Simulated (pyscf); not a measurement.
# Four-centre exchange: SnH₂ (SMILES [SnH2]) [singlet] + HF (SMILES F) → F–SnH: (SMILES [F][SnH]) [singlet] + H₂ (SMILES [H][H])

Gas phase, singlet surface, charge 0. Bonds broken: Sn1–H3, H2–F4. Bonds formed: Sn1–F4, H2–H3. Optimised with ωB97X-D3(BJ)/def2-SVP in PySCF.

Transition state (Å):

```xyz
5

Sn     1.2837    -0.3375     0.1531
H     -0.1092     0.2614    -1.2618
H      0.1302     1.0778    -0.7314
F      0.0045    -0.9091    -1.5446
H     -0.0574    -0.6107     1.2738
```

One imaginary mode, 1105i cm⁻¹; descent along it reached the two sides named, in the forms told below.

```csv
bond,change,reactant side (Å),saddle,product side
Sn1–H3,breaks,1.804,2.029,2.8
H2–F4,breaks,0.938,1.209,2.484
Sn1–F4,forms,2.530,2.201,1.965
H2–H3,forms,1.906,1.003,0.763
```

Electronic energies relative to the separated reactants (kcal/mol):

```json
[
 {"level": "ωB97X-D3(BJ)/def2-TZVP", "barrier": "-1.4", "reaction energy": "-23.1", "reverse barrier": "21.7"},
 {"level": "PBE/def2-TZVP", "barrier": "-7.0", "reaction energy": "-24.1", "reverse barrier": "17.1"},
 {"level": "r²SCAN/def2-TZVP", "barrier": "-6.3", "reaction energy": "-24.8", "reverse barrier": "18.5"},
 {"level": "B3LYP-D3(BJ)/def2-TZVP", "barrier": "-2.6", "reaction energy": "-24.0", "reverse barrier": "21.4"},
 {"level": "PBE0-D3(BJ)/def2-TZVP", "barrier": "-2.4", "reaction energy": "-20.7", "reverse barrier": "18.3"},
 {"level": "M06-2X/def2-TZVP", "barrier": "-1.6", "reaction energy": "-25.4", "reverse barrier": "23.8"},
 {"level": "ωB97M-D3(BJ)/def2-TZVP", "barrier": "0.0", "reaction energy": "-21.7", "reverse barrier": "21.7"},
 {"level": "HF/def2-TZVP", "barrier": "15.6", "reaction energy": "-18.1", "reverse barrier": "33.7"}
]
```

With ωB97M-D3(BJ)/def2-TZVP energies and thermal terms (ideal gas, 1 atm, RRHO with modes under 100 cm⁻¹ raised to 100, one conformer, R ln 2 for chiral ones without a mode under 150 cm⁻¹), in kcal/mol:

| T (K) | ΔH‡ | ΔG‡ | ΔH | ΔG |
|---|---|---|---|---|
| 298 | -0.7 | 8.2 | -23.1 | -22.4 |
| 600 | -1.3 | 17.5 | -22.7 | -21.8 |
| 900 | -1.2 | 26.9 | -22.4 | -21.4 |
| 1200 | -0.8 | 36.2 | -22.2 | -21.1 |

On the reactant side the descent ends in a bound adduct, 8.6 kcal/mol under the separated species and 7.2 kcal/mol under the saddle at ωB97X-D3(BJ)/def2-TZVP. At ωB97X-D3(BJ)/def2-TZVP, PBE, r²SCAN, B3LYP-D3(BJ), PBE0-D3(BJ), M06-2X the saddle lies under the separated reactants, which points to a path from their complex (located at ωB97X-D3(BJ) alone). At the saddle there is also a short H–Sn contact that neither side keeps. One saddle was located; it need not be the lowest between these sides. Elements past Kr carry the def2 core potentials, without spin-orbit coupling.
